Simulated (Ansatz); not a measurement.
Harmonic vibrations of the cluster C3H2 by finite differences.

```yaml
crystal:
  periodic: [false, false, false]
  atoms:
    - {symbol: C, position_ang: [0.347427, 0.517265, 0.222565]}
    - {symbol: C, position_ang: [-0.403903, -0.487659, -0.191971]}
    - {symbol: C, position_ang: [0.971835, -0.509432, -0.526434]}
    - {symbol: H, position_ang: [-1.365989, -0.974965, -0.253219]}
    - {symbol: H, position_ang: [0.450620, 1.454801, 0.749069]}
basis:
  gaussian: {orbitals: def2-TZVP}
hamiltonian: {xc: r2scan, dispersion: d4}
scf: {omitted_lower_state_checks: [starts]}
phonons: {temperatures: {t_min: 298.15, t_max: 900, t_step: 200}}
```

```sh
$ ansatz run in.yaml --threads 4 --pin off --events-out ev --progress --plain --max-ram 3916MiB
```

It prints (some lines left out):

```
Functional definition: r2SCAN
mean field -3138.09316870 eV, -115.3227968740 hartree, gradient 4.8e-5 eV, S^2 0.000000; 0 other end points of the search recorded, 0 dependent functions left out
mean field -3138.09286330 eV, -115.3227856506 hartree, gradient 7.8e-7 eV, S^2 0.000000; 0 other end points of the search recorded, 0 dependent functions left out
mean field -3138.09286079 eV, -115.3227855583 hartree, gradient 7.4e-7 eV, S^2 0.000000; 0 other end points of the search recorded, 0 dependent functions left out
mean field -3138.09309835 eV, -115.3227942885 hartree, gradient 8.0e-7 eV, S^2 0.000000; 0 other end points of the search recorded, 0 dependent functions left out
mean field -3138.09310008 eV, -115.3227943520 hartree, gradient 8.1e-7 eV, S^2 0.000000; 0 other end points of the search recorded, 0 dependent functions left out
mean field -3138.09309915 eV, -115.3227943179 hartree, gradient 8.4e-7 eV, S^2 0.000000; 0 other end points of the search recorded, 0 dependent functions left out
mean field -3138.09309506 eV, -115.3227941675 hartree, gradient 8.1e-7 eV, S^2 0.000000; 0 other end points of the search recorded, 0 dependent functions left out
mean field -3138.09314199 eV, -115.3227958922 hartree, gradient 8.2e-7 eV, S^2 0.000000; 0 other end points of the search recorded, 0 dependent functions left out
mean field -3138.09314233 eV, -115.3227959047 hartree, gradient 8.4e-7 eV, S^2 0.000000; 0 other end points of the search recorded, 0 dependent functions left out
mean field -3138.09311864 eV, -115.3227950342 hartree, gradient 8.4e-7 eV, S^2 0.000000; 0 other end points of the search recorded, 0 dependent functions left out
mean field -3138.09311906 eV, -115.3227950496 hartree, gradient 8.4e-7 eV, S^2 0.000000; 0 other end points of the search recorded, 0 dependent functions left out
Total energy: -3138.10692716 eV, -115.3233024879 hartree
Atom 0 at     0.347427     0.517265     0.222565 Å, force    -0.000496     0.000079     0.000162 eV/Å
Atom 1 at    -0.403903    -0.487659    -0.191971 Å, force    -0.000301     0.000339     0.000270 eV/Å
Atom 2 at     0.971835    -0.509432    -0.526434 Å, force     0.000952    -0.000499    -0.000516 eV/Å
Atom 3 at    -1.365989    -0.974965    -0.253219 Å, force    -0.000160    -0.000071    -0.000004 eV/Å
Atom 4 at     0.450620     1.454801     0.749069 Å, force     0.000006     0.000152     0.000088 eV/Å
Dipole moment:    -0.578059     0.303017     0.313130 e Å
Vibrations: 805.19 888.70 894.69 1002.78 1087.72 1321.86 1646.76 3217.89 3251.18 cm⁻¹, zero-point energy 0.875129 eV
Checks for a lower state left out: starts
```

Hardware: 4 threads of AMD EPYC 9B45 on a shared host. Wall time 2.7 s.

The structure comes from a short search, and lower isomers may exist.
